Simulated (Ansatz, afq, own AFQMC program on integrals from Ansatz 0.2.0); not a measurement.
AFQMC on a folder of integrals that Ansatz 0.2.0 wrote.

```yaml
crystal:
  periodic: [false, false, false]
  atoms:
    - {symbol: H, position_ang: [-1.870560, 0.000000, 0.000000]}
    - {symbol: H, position_ang: [-1.059560, 0.000000, 0.000000]}
    - {symbol: C, position_ang: [0.196440, 0.000000, 0.000000]}
    - {symbol: H, position_ang: [0.196440, -1.080023, 0.000000]}
    - {symbol: H, position_ang: [0.196440, 0.540011, 0.935327]}
    - {symbol: H, position_ang: [0.196440, 0.540012, -0.935327]}
basis:
  gaussian: {orbitals: cc-pVTZ}
magnetization: {spin_polarized: true, initial_magnetization: 1}
correlation: {method: ccsd_t, electrons: outside_noble_gas, hamiltonian_folder: ham}
```

```sh
$ ansatz run in.yaml --threads 1 --pin off --events-out ev --progress --plain --max-ram 16896MiB --backend cuda --devices 0, --max-vram 18GiB
```

afq runs on the folder ham with

```
--method phaseless --trial cisd --walkers 1100 --populations 20 --least-time 60 --time-step 0.005 --steps-per-block 50 --equilibration-blocks 28 --max-blocks 4000 --target-error 0.00018 --factor-cut 1e-05 --start spin_pure --seed 6429 --release-times 0.24,0.51,0.99,1.62,2.4 --release-step 0.03 --release-every 3 --taylor-order 6
```

Times are imaginary, in 1/Eh. The walk had a cap of 238 s. With eight or more populations the least sampling time is a fifth of least-time, and the error comes from their spread.

Log:

```
orbitals 99  electrons 5 4  factors 538 of 538
reference energy -40.65087036 Eh
CCSD correlation -0.23521218 Eh in 10 cycles, weight of the determinant in the CISD state 0.9133
energy of the start -40.884968 Eh
 block  time / (1/Eh)  mean weight  energy / Eh
     1     0.250  0.9997  -40.884742
     2     0.500  0.9999  -40.887481
     3     0.750  0.9996  -40.889181
     4     1.000  1.0002  -40.890708
     5     1.250  0.9994  -40.891341
     7     1.750  0.9996  -40.892347
     9     2.250  0.9995  -40.892828
    11     2.750  1.0000  -40.893164
    15     3.750  1.0002  -40.893149
    19     4.750  0.9999  -40.894038
    23     5.750  1.0000  -40.893780
    27     6.750  1.0004  -40.894041
    31     7.750  0.9997  -40.893706
    35     8.750  1.0010  -40.894146
    37     9.250  0.9998  -40.895583
    39     9.750  0.9995  -40.893906
    43    10.750  1.0006  -40.894493
    47    11.750  0.9994  -40.892937
    51    12.750  1.0002  -40.892734
    53    13.250  1.0005  -40.892124
    55    13.750  0.9997  -40.893639
    59    14.750  1.0002  -40.894224
    63    15.750  1.0003  -40.894111
    67    16.750  0.9999  -40.893020
    71    17.750  0.9999  -40.893675
    75    18.750  1.0000  -40.894917
    79    19.750  1.0009  -40.892928
    83    20.750  1.0002  -40.893629
    87    21.750  0.9999  -40.892660
    91    22.750  1.0000  -40.894385
    95    23.750  0.9993  -40.894672
    97    24.250  1.0001  -40.893566
error from the spread of 20 populations
released: time / (1/Eh)  energy / Eh  error  mean overlap
  0.24  -40.893942  0.000135  0.9944
  0.51  -40.894052  0.000135  0.9903
  0.99  -40.893981  0.000083  0.9794
  1.62  -40.893819  0.000115  0.9747
  2.40  -40.893987  0.000144  0.9672
energy -40.893857 +/- 0.000138 Eh
(rows thinned)
```

The run passed its tests (sampling time, drift between the halves within three errors, error under three times the target), which doesn't prove that it has relaxed.

Against this walk (error 3.8 meV) on the same determinant: CCSD(T) 19.5 meV higher, CCSDT(Q) 2.7 meV lower (within the noise). The error is statistical and leaves out the bias of the constraint. Released to 2.40 1/Eh the energy moves by -4 ± 5 meV (both errors), within twice the noise.

Cautions: constraint bias not in the error.

The walk took 110 s on 1 × NVIDIA H100 80GB HBM3 with 2 threads of AMD EPYC 7R13 Processor (Zen 3), on a shared host (the card was shared). The log's last line is the phaseless energy.

CCSDT and higher add their correlation energy to the determinant of the CCSD(T) run, since their own runs factorise the integrals more tightly (a shift of under 2 meV). A walk keeps the symmetry of its determinant, which the program's search chose and which needn't be the lowest solution, so a lower state of the same spin and another symmetry isn't excluded.
